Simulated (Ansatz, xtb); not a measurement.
Homolysis of single bonds, series HO-X. Isolated molecules, 0 K electronic values unless said otherwise. One relaxed conformer stands for each flexible species; it need not be the lowest. Strings in code marks are SMILES.

Quantity: homolytic bond dissociation enthalpy at 298 K (no spin–orbit term), in kcal/mol. Thermal and zero-point terms are GFN2-xTB rigid-rotor harmonic values (xtb).

A: C–C bond of `CCO` (C–C–O–H torsion 59°), giving `[CH2]O` and `[CH3]`
B: C–O bond of `CCO` (C–C–O–H torsion 59°), giving `[CH2]C` and `[OH]`
C: O–Si bond of `O[SiH3]`, giving `[OH]` and `[SiH3]`

Rank these by homolytic bond dissociation enthalpy at 298 K (no spin–orbit term) (lowest first), as frozen-core CCSD(T)/cc-pVTZ // B3LYP-D3(BJ)/def2-TZVP (Ansatz, a quantum-chemistry and plane-wave program) gives it.

A (85.5 kcal/mol), B (91.9 kcal/mol), C (119.5 kcal/mol)
